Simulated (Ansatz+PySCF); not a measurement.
Results of a calculation; reference values are marked as such.
Several solutions for doublet N₂(+)

```json
{"atom": "N", "x (Å)": "0.0000", "y (Å)": "0.0000", "z (Å)": "-0.8877"}
{"atom": "N", "x (Å)": "0.0000", "y (Å)": "0.0000", "z (Å)": "0.8877"}
```

Basis set: STO-3G (spherical functions). Charge 1, multiplicity 2.

PBE0 (unrestricted) was run from several starts with Ansatz (development build ahead of 0.2.0) and PySCF 2.14.0.

```tsv
run	program	start	converged	energy (hartree)	<S²>
A	Ansatz	search for the lowest state	yes	-107.32730	2.52
B	Ansatz	atomic start, no search	yes	-107.27429	0.75
C	Ansatz	stability test followed	yes	-107.32730	2.52
D	PySCF	program defaults	yes	-107.27429	0.75
```

**Question.** Which runs reached the lowest solution of this kind, and what is wrong with the others?

**Answer.** A, C reached the lowest solution found. Converged but too high: B by 1.44 eV, D by 1.44 eV. Convergence only shows a stationary point, and even a stable one can lie too high; stability tests and further starts are what find lower ones. Caution: the unrestricted determinant is a mixture of spin states.
